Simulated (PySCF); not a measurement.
## S₄: from structure and modes to constants

All numbers come from PySCF, PBE0, basis S def2-TZVP (no relativity, density fitting).

The singlet minimum has C2h symmetry. Masses (u): S 31.97207.

```xyz
4
charge 0 multiplicity 1, angstrom
S    -0.5896    0.0000   -0.8267
S     0.5896    0.0000    0.8267
S     2.4402    0.0000    0.3402
S    -2.4402    0.0000   -0.3402
```

Harmonic wavenumbers (cm⁻¹): 96.7 (au, ×1), 127.8 (bu, ×1), 240.7 (ag, ×1), 518.6 (ag, ×1), 670.5 (bu, ×1), 684.0 (ag, ×1).

**Question.** Find the principal moments of inertia and the rotational constants. What kind of rotor is it?

**Answer.** About the centre of mass I = 31.973, 422.12, 454.09 u Å². With B = 16.8576/I this gives 0.5273, 0.03994, 0.03712 cm⁻¹. The molecule is an asymmetric top with κ = -0.99.

**Question.** Find the vibrational entropy and heat capacity at 298.15 K.

**Answer.** With u = 1.43878 ω/T, each mode gives S = R[u/(eᵘ−1) − ln(1−e⁻ᵘ)] and C = R u² eᵘ/(eᵘ−1)².
```csv
ω (cm⁻¹),u,S (J/(mol K)),C (J/(mol K))
96.7,0.467,14.73,8.17
127.8,0.617,12.47,8.06
240.7,1.162,7.52,7.44
518.6,2.503,2.57,5.06
670.5,3.236,1.44,3.71
684.0,3.301,1.36,3.60
```
The sums over all modes are S = 40.1 and C = 36.0 J/(mol K); the softest mode gives 37 % of the entropy.

**Question.** Give the standard entropy (298.15 K, 1 bar) by its translational, rotational, vibrational and spin parts, and Cp.

**Answer.** Sackur–Tetrode with M = 127.89 u gives 169.4; rotation with symmetry number 2 gives 107.7; vibration 40.1; spin R ln 1 = 0.0. The total is 317.2 J/(mol K), and Cp = 4 R + 36.0 = 69.3 J/(mol K).

Other isomers or separated fragments may lie lower.
